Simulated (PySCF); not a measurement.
# PN at PBE0

Level: PBE0. P def2-TZVPPD, N def2-TZVPPD; no relativity (PySCF 2.14).

| Property | Result |
| --- | --- |
| state | ¹Σ⁺ (singlet), closed shell |
| bond length | 1.479 Å |
| harmonic wavenumber | 1429 cm⁻¹ |
| force constant | 11.6 mdyn/Å |
| rotational constant Be | 0.7995 cm⁻¹ |
| anharmonicity ωexe | 5.54 cm⁻¹ |
| vibration–rotation constant αe | 0.00471 cm⁻¹ |
| well depth De to P + N | 6.00 eV |
| dissociation energy D0 | 5.91 eV |
| HOMO–LUMO gap | 6.92 eV |
| bond order (Mayer) | 2.93 |
| dipole moment (positive dipole means P(−)N(+)) | -2.87 D |
